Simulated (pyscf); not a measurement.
PySCF, gas phase, ωB97X-D3(BJ)/def2-SVP geometries.

Q: Estimate the classical barrier height and the reaction energy of `[SeH2]` + `[SiH2]` [singlet] -> `[SiH2]=[Se]` + `[H][H]` at ωB97M-D3(BJ)/def2-TZVP. The step runs on the singlet surface, breaks H–Se, H–Se and forms Se–Si, H–H; take the separated reactants as zero.

A: ΔE‡ = 20.9 kcal/mol, ΔE = -38.8 kcal/mol. Zero-point energy shifts the barrier by +1.2 kcal/mol. It is a concerted two-bond exchange, with an imaginary mode of 1333i cm⁻¹. On the reactant side the descent ends in an adduct with a Se–Si contact, 23.2 kcal/mol under the separated species and 39.2 kcal/mol under the saddle at ωB97X-D3(BJ)/def2-TZVP. What is counted as formed (Se–Si) is already present as a longer contact in the reactant adduct; forming that adduct is a step of its own. At ωB97X-D3(BJ)/def2-TZVP the barrier from the zero used here is 16.1 kcal/mol. One saddle was located; it need not be the lowest between these sides. Elements up to Kr have no core potential and no relativistic terms here.
